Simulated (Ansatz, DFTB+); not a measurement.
## Ladder of methods for the lattice constant a of hcp Be

Reference value: 2.286 Å (measured, 293 K, not corrected to a static lattice, our sources range from 2.286 to 2.290; as tabulated in Wikipedia's data pages).

```json
[
 {"level (code)": "GFN1-xTB as cut by DFTB+", "value (Å)": "2.547", "difference (%)": "+11.4"},
 {"level (code)": "LDA (Ansatz)", "value (Å)": "2.228", "difference (%)": "-2.54"},
 {"level (code)": "PBE (Ansatz)", "value (Å)": "2.264", "difference (%)": "-0.96"},
 {"level (code)": "rVV10 (Ansatz)", "value (Å)": "2.253", "difference (%)": "-1.44"},
 {"level (code)": "r²SCAN-D4 (Ansatz)", "value (Å)": "2.258", "difference (%)": "-1.22"}
]
```

The reference is not for a static lattice or low temperature, so close values are not ranked against it. Off by more than 2.50 %, or 3.50 % on the side where a correction would as a rule narrow the miss (bounds picked here): GFN1-xTB as cut by DFTB+ (+11.4 %).

The reference isn't brought to a static lattice, while the calculations are for one, so the differences are not the levels' errors alone.  GFN1-xTB as cut by DFTB+: the cell moved over 20 % in volume from its start. GFN1-xTB as cut by DFTB+: the method was fitted mainly to molecules. GFN1-xTB as cut by DFTB+: codes differ in how they cut the long-range tail of xTB's charge interaction in a crystal, so the value belongs to this code. Cutoffs differ between the levels. Ansatz's density-functional and Hartree–Fock values are scalar-relativistic unless marked +SOC, with PAW data made under PBE.

Differences are worked out from the printed values.

Ansatz is a quantum-chemistry and plane-wave program.
